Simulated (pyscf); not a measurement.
Optimised with ωB97X-D3(BJ)/def2-SVP in PySCF.

SMILES: C[O][InH][OH]
```xyz
9

C      0.6636     0.6739     0.4487
O     -0.7032     0.6271     0.1503
In    -1.5178    -0.5918    -1.1983
O     -3.4836    -0.3197    -1.2055
H      1.2901     0.0243    -0.1987
H      1.0520     1.7049     0.3402
H      0.8527     0.3631     1.4947
H     -0.6464    -1.6739    -2.1742
H     -3.7498     0.3485    -0.5615
```

Question: What is the homolytic dissociation enthalpy (298 K, ωB97M-D3(BJ)/def2-TZVP) of the In–O bond of H₃C–O–InH–OH, to H₃C–O• + [HO–InH]•?

Answer: In–O to H₃C–O• + [HO–InH]•: 70.7 kcal/mol. The 7 functionals that were run give +66.0 (r²SCAN) to +73.8 kcal/mol (ωB97X-D3(BJ)). The radicals are drawn with the spin at the cut bond; how far it spreads was not checked. H₃C–O–InH–OH lies 20.2 kcal/mol over its isomer H₃C–In(OH)–OH, and others may lie lower still (electronic energy, ωB97M-D3(BJ)). H₃C–O• lies 7.0 kcal/mol over its isomer •H₂C–OH, and others may lie lower still (electronic energy, ωB97M-D3(BJ)). Other isomers of [HO–InH]• were not searched in full and may lie lower. Elements past Kr carry the def2 core potentials, without spin-orbit coupling.
